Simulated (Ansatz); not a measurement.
`[BH3-][OH2+]` at its PBE0-D4/def2-TZVP geometry, where that method's forces vanish. Charge 0, multiplicity 1.

```csv
atom,x (Å),y (Å),z (Å)
B1,0.461,-0.311,-0.443
O2,-0.596,0.154,0.786
H3,1.494,-0.459,0.158
H4,-0.056,-1.319,-0.851
H5,0.439,0.626,-1.209
H6,-1.461,0.327,0.396
H7,-0.281,0.983,1.163
```

For each bond, give half the difference of the two atoms' forces along it (eV/Å; positive pushes the atoms apart) under PBE-D4, r2SCAN-D4, B3LYP-D4, ωB97M-V in def2-TZVPP. (Estimate.)

Ansatz gave: 
```
 bond  length (Å)  PBE-D4  r2SCAN-D4  B3LYP-D4  ωB97M-V
B1–O2       1.687   -0.03       0.13      0.23     0.20
B1–H3       1.204    0.06      -0.04     -0.10    -0.10
B1–H4       1.204    0.06      -0.04     -0.10    -0.10
B1–H5       1.210    0.03      -0.05     -0.08    -0.08
O2–H6       0.964    0.36       0.01      0.00    -0.06
O2–H7       0.964    0.36       0.01      0.00    -0.06
```

B3LYP here is the variant with VWN-RPA as its local correlation; programs differ in this.
